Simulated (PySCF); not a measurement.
Pyranone, C5H4O2.
SMILES with atom numbers: `[O:1]=[c:2]1[cH:3][cH:4][o:5][cH:6][cH:7]1`

NICS is the negative of the GIAO shielding at a point without a nucleus: at the ring centre (0) and 1 Å above and below it (1); zz is the component along the ring normal. Level: GIAO PBE0/pcSseg-2 (PySCF, non-relativistic, gas phase) on the PBE0-D3(BJ)/def2-TZVP geometry, one conformer.

Ring bond lengths (Å), with Mayer bond orders in brackets: C2–C3 1.460 (1.09), C3–C4 1.338 (1.68), C4–O5 1.346 (1.07), O5–C6 1.346 (1.07), C6–C7 1.338 (1.68), C7–C2 1.460 (1.09).

Problem. Give the NICS values of each ring in ppm.

Solution. 
| ring | type | NICS(0) | NICS(1), two faces | NICS(1)zz, two faces | rms pucker (Å) | centre to ring atoms, mean (Å) |
| --- | --- | --- | --- | --- | --- | --- |
| C2–C3–C4–O5–C6–C7 | 6-membered ring with O; bonds drawn aromatic by RDKit's count | 0.4 | -2.9 / -2.9 | -7.4 / -7.4 | 0.00 | 1.38 |

Problem. What can be read from them?

Solution. 
- C2–C3–C4–O5–C6–C7: mean NICS(1)zz -7.4 ppm, shielded. That is too small in size for a clear verdict by the NICS criterion.

Problem. And the bond-length index? Use HOMA with the parameters of Krygowski (1993).

Solution. 
- C2–C3–C4–O5–C6–C7: HOMA -0.01; the largest term is that of C7–C2, α(R − Ropt)² = 1.33. The geometric and the magnetic index point the same way.

Problem. List the ring angles and the Hirshfeld charges of the ring atoms.

Solution. 
- C2–C3–C4–O5–C6–C7: C2 112.6° (+0.111 e), C3 121.0° (-0.075 e), C4 123.9° (+0.052 e), O5 117.7° (-0.061 e), C6 123.8° (+0.052 e), C7 121.0° (-0.075 e); sum 720.0° against 720° for a flat convex ring.

Problem. How shielded are the nuclei of the rings and their hydrogens (means over atoms taken as equivalent)?

Solution. 
| atoms | environment | σ isotropic (ppm) |
| --- | --- | --- |
| C2 | ring carbonyl carbon | 2.9 |
| C3 (×2) | unsaturated ring CH carbon | 56.2 |
| C4 (×2) | unsaturated ring CH carbon | 22.2 |
| O5 | ring oxygen | 102.0 |
| H on C3 (×2) | hydrogen on carbon | 25.04 |
| H on C4 (×2) | hydrogen on carbon | 23.81 |

Time: 87 s wall, 3.1 min CPU (grids of density and orbitals included); peak memory 1.9 GiB. Hardware: an AMD EPYC with 2 threads, shared host with 64 logical CPUs at a one-minute load of 61. This is the whole shielding run at PBE0/pcSseg-2, SCF included.
